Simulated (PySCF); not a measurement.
CH3NO, SMILES NC=O (connectivity only; charge and spin as stated), charge +1, multiplicity 2.

Geometry: B3LYP-D3(BJ)/def2-TZVP. The multiplicity is an assumed one; other spin states were not compared. One conformer was computed; it need not be the lowest.

Calculation: B3LYP-D3(BJ)/def2-TZVP run with PySCF.

Harmonic, unscaled wavenumbers; measured fundamentals usually lie a few per cent lower.

Question: List the normal modes with their intensities. (An estimate is asked for; the answer gives what the named calculation found.)

Answer: 
```
mode  ν (cm⁻¹)  IR (km/mol)  moving atoms (share of kinetic energy)
----  --------  -----------  --------------------------------------
1          494         10.9          O 31 %, C 30 %, H 23 %, N 16 %
2          634        138.5                           H 85 %, N 9 %
3          724        100.6                  H 68 %, C 16 %, N 13 %
4          978         11.6                          H 71 %, C 26 %
5         1085          7.7                  H 72 %, N 18 %, O 10 %
6         1186         35.2                  H 50 %, O 34 %, C 13 %
7         1345         11.0                  H 51 %, C 24 %, N 21 %
8         1614         12.0                          H 52 %, C 41 %
9         1678        238.2                  H 43 %, N 28 %, C 27 %
10        2982         86.8                                  H 92 %
11        3491        205.1                                  H 96 %
12        3601        206.2                          H 90 %, N 10 %
```
